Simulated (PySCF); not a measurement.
C₅H₆S (charge -1 and doublet state).
Atom-mapped SMILES: `[CH2:1]=[CH:2][C:3]([S-:4])[CH:5]=[CH2:6]` (hydrogens: H7, H8 on C1; H9 on C2; H10 on C5; H11, H12 on C6)

Cartesian coordinates in Å at the GFN2-xTB level; atoms count from 1:
```xyz
12
C5H6S angstrom
C      2.3127    0.0263    0.0763
C      0.9842    0.2298    0.0160
C     -0.0254   -0.6828    0.4330
S      0.4006   -2.2143    1.0797
C     -1.4105   -0.3838    0.3393
C     -2.0117    0.7382   -0.1115
H      3.0220    0.7682   -0.2611
H      2.7129   -0.8927    0.4688
H      0.6292    1.1739   -0.3884
H     -2.0575   -1.1848    0.6865
H     -3.0878    0.8261   -0.1259
H     -1.4675    1.5952   -0.4740
```

The hyperfine couplings belong to this conformer and change with its torsions.

Method used: PySCF 2.14.0, UKS B3LYP, pcH-1 on C H S, non-relativistic, mean-field spin-orbit, GIAO. Whether the extra electron is bound in the gas phase wasn't checked; a finite basis holds it in any case. The geometry wasn't refined by DFT: couplings that depend on bond lengths, twists or pyramidal angles can differ widely from those at the functional's own minimum, by a factor of two or more for some ions and for spin on atoms past the first row. The SCF solution wasn't tested for stability.

Q: Predict the first-order ENDOR lines of C3, C2/C5, C1/C6, H7/H11, H8/H12 and H9/H10 under fast tumbling at B = 346.7 mT (X band).

A: For S = 1/2 in fast tumbling each set of equivalent nuclei gives two lines, ν± = |νn ± a/2| to first order, with νn = g_N μN B/h and μN/h = 7.62259 MHz/T.

```tsv
nuclei	isotope	g_N	νn (MHz)	a_iso (MHz)	lower line (MHz)	upper line (MHz)
C3	13C	1.4048	3.71	29.18	10.88	18.30
C2/C5	13C	1.4048	3.71	-23.20	7.89	15.31
C1/C6	13C	1.4048	3.71	22.61	7.59	15.02
H7/H11	1H	5.5857	14.76	-18.14	5.69	23.83
H8/H12	1H	5.5857	14.76	-17.76	5.88	23.64
H9/H10	1H	5.5857	14.76	4.04	12.74	16.78
```

The rows for 13C, of low natural abundance, apply to labelled samples.

Q: Which pairs are centred on the nuclear Larmor frequency, and which on half the coupling?

A: Centred on νn, since |a| < 2νn: H7/H11, H8/H12 and H9/H10. Centred on |a|/2 and split by 2νn: C3, C2/C5 and C1/C6.

Means are taken over nuclei equivalent by connectivity, which assumes that they swap fast.

Hardware: Arm Neoverse V2, one thread, shared host. Cost: 48 s (grids of density and orbitals included), 0.76 GiB resident at most.
